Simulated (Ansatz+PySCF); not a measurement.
doublet H₂F: levels of theory in one basis

```xyz
3

H     0.0000    0.0000    1.1372
F     0.0000    0.0000    0.0000
H     0.0000    0.0000   -1.1372
```

Basis set: cc-pVTZ (spherical functions). Correlated methods keep 1 orbital frozen. Correlation on ROHF uses semicanonical orbitals with singles. Charge 0, multiplicity 2.

Computed with Ansatz (development build ahead of 0.2.0) and PySCF 2.14.0; each method stands on the lowest determinant of its kind that the runs found.

| method | E − E(ROHF) (eV) | <S²> of the determinant |
| --- | --- | --- |
| ROHF | 0.00 | 0.75 |
| UHF | -0.27 | 0.80 |
| ROHF-MP2 | -8.26 | – |
| ROHF-CCSD | -8.33 | – |
| UHF-CCSD | -8.34 | 0.80 |
| ROHF-CCSD(T) | -8.57 | – |
| UHF-CCSD(T) | -8.57 | 0.80 |

(1) What does UHF-MP2 give on the same scale?

Results:

(1) -8.16 eV.
